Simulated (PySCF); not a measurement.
# C$_{2}$H$_{3}$N, SMILES `CC#N` (charge 0, multiplicity 1)

All values below come from TPSSh-D3(BJ)/def2-TZVP // TPSS-D3(BJ)/def2-SVP in PySCF 2.14.0.

```json
{
  "HOMO": "-8.61 eV",
  "dipole_moment": "3.99 D",
  "LUMO": "0.26 eV",
  "HOMO–LUMO gap": "8.87 eV",
  "total_energy": "-132.8140 Ha",
  "cost": "very roughly 80 core-seconds"
}
```

Bonded distances (Å): C1–C2 1.462, C1–H4 1.103, C1–H5 1.103, C1–H6 1.103, C2–N3 1.167. Angles (°): C2–C1–H4 110.2, C2–C1–H5 110.2, C2–C1–H6 110.2, H4–C1–H5 108.7, H4–C1–H6 108.7, H5–C1–H6 108.7, C1–C2–N3 180.0.
